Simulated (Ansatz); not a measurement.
Crystal: Sr2O3, cubic X2O3 (oxygen-deficient fluorite) type, 10 atoms in the cell.

Space group Pn-3m, simple cubic cell, positions in fractions of the edge: Sr (0.25 0.25 0.25), (0.75 0.75 0.25), (0.75 0.25 0.75), (0.25 0.75 0.75); O (0.5 0 0), (0 0.5 0), (0 0 0.5), (0.5 0.5 0), (0.5 0 0.5), (0 0.5 0.5).

Theory: Ansatz 0.2.0 development build, PBE, plane waves, PAW datasets (generated soft set 1).

Cutoff 420 eV; k-mesh 19×19×19 Γ-centred; Fermi–Dirac smearing of 0.0612 eV; no spin polarisation.

```tsv
V (Å³/atom)	a (Å)	E − E(min) (meV/atom)	P (GPa)
18.358	5.6834	15.09	4.35
18.748	5.7234	6.47	2.75
19.139	5.7629	1.56	1.30
19.530	5.8018	0.00	0.00
19.920	5.8402	1.44	-1.17
20.311	5.8782	5.59	-2.22
20.701	5.9156	12.17	-3.16
```

(1) Fit a third-order Birch–Murnaghan equation of state to the energies.

## Answers

(1) V₀ = 19.530 Å³/atom (a₀ = 5.802 Å), B₀ = 61.6 GPa, B₀′ = 4.30.

The published all-electron PBE values for this crystal (mean of FLEUR and WIEN2k, k-spacing 0.06 Å⁻¹; Bosoni et al., Nat. Rev. Phys. 6, 45 (2024)) are V₀ = 19.529 Å³/atom, B₀ = 61.5 GPa, B₀′ = 4.31.

The stress includes the program's correction for the finite plane-wave basis.

This cubic structure is a model: it isn't the usual form of the substance at ambient conditions, and such phases are metastable or hypothetical. Spin polarisation is left out, and a magnetic state may lie lower.
